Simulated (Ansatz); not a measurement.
**SiO+ (doublet): the correlation ladder, 6-31G**

Aim: climb from Hartree-Fock through coupled cluster and multireference methods for SiO+ (doublet) at one geometry and basis, and see what each rung misses.

Computed with Ansatz 0.2.0, Gaussian basis. Level: 6-31G, core rule «outside noble gas», up to 6 orbitals frozen.

To be run: UHF; CCSD(T) on ROHF; CCSD(T) on UHF; BCCD(T) on ROHF; CISD; CCSDT(Q) on ROHF; CCSDT(Q) on UHF; CISDTQ; CCSDTQ on ROHF; CCSDTQ on UHF; CASSCF and MRCISD+Q, 9 electrons in 8 orbitals; CASSCF and MRCISD+Q(relaxed), 9 electrons in 8 orbitals; CASSCF and NEVPT2, 9 electrons in 8 orbitals; Full CI.

6 further runs of the same task are left out: 2 that didn't finish, 4 set aside as unsound or not needed.

**1. The geometry**

The geometry is a PBE0/def2-TZVP stationary point (not a proven minimum) of the parent state, kept for this charge and spin.

2 atoms, charge 1, spin multiplicity 2.

Atoms are counted from 1 here; the program's logs count them from 0.

Bond lengths: Si1–O2 1.509 Å.

**2. UHF**

File in.yaml:

```yaml
crystal:
  periodic: [false, false, false]
  atoms:
    - {symbol: Si, position_ang: [0.000000, 0.000000, 0.000000]}
    - {symbol: O, position_ang: [0.000000, 0.000000, 1.508831]}
basis:
  gaussian: {orbitals: 6-31G}
total_charge: 1
magnetization: {spin_polarized: true, initial_magnetization: 1}
hamiltonian: {xc: hf}
output: {orbitals: {seedname: orbitals}}
```

Command:

```
ansatz run in.yaml --threads 1 --pin off --events-out ev --progress --plain --max-ram 2176MiB
```

After this run come: CCSD(T) on ROHF; CCSD(T) on UHF; BCCD(T) on ROHF; CISD; CCSDT(Q) on ROHF; CCSDT(Q) on UHF; CISDTQ; CCSDTQ on ROHF; CCSDTQ on UHF; CASSCF and MRCISD+Q, 9 electrons in 8 orbitals; CASSCF and MRCISD+Q(relaxed), 9 electrons in 8 orbitals; CASSCF and NEVPT2, 9 electrons in 8 orbitals; Full CI.

**Question.** What will the summary of the whole plan be? Wanted: FCI below the RHF energy; RMP2 from FCI; UMP2 from FCI; RCCSD from FCI; RCCSD(T) from FCI; UCCSD(T) from FCI; RCCSDT(Q) from FCI; UCCSDT(Q) from FCI; NEVPT2 valence from FCI.

As calculated:

| quantity | value |
| --- | --- |
| FCI below the RHF energy | -5.0672 eV |
| RMP2 from FCI | +1216.0 meV |
| UMP2 from FCI | +1079.0 meV |
| RCCSD from FCI | +271.3 meV |
| RCCSD(T) from FCI | +89.7 meV |
| UCCSD(T) from FCI | +90.0 meV |
| RCCSDT(Q) from FCI | -20.2 meV |
| UCCSDT(Q) from FCI | -25.6 meV |
| NEVPT2 valence from FCI | +410.2 meV |
| MRCISD+Q valence from FCI | +73.6 meV |
| MRCISD+Q(relaxed) valence from FCI | -2.5 meV |
| levels within 1 kcal/mol (43 meV) | RCCSDT, UCCSDT, RCCSDT(Q), UCCSDT(Q), RCCSDTQ, UCCSDTQ, MRCISD+Q(relaxed) valence |
| T1 diagnostic | 0.112 |
| effectively unpaired electrons | 1.13 |

In words: RCCSD(T) misses by +89.7 meV, 1.8 % of the correlation energy. RCCSDT(Q), UCCSDT(Q), MRCISD+Q(relaxed) valence fall below full CI: unrestricted runs freeze a spin-polarised core, another one than full CI's, and coupled cluster isn't variational. The occupations are near whole numbers, but T1 = 0.112 shows that the orbitals relax strongly. Of the multireference levels listed MRCISD+Q(relaxed) valence comes nearest in total energy (-2.5 meV), which doesn't show that its space is the better one. Coupled cluster took another determinant than the lowest Hartree-Fock one. These misses are within one basis, not against nature; the frozen cores of restricted and unrestricted runs differ, which can shift their rows.
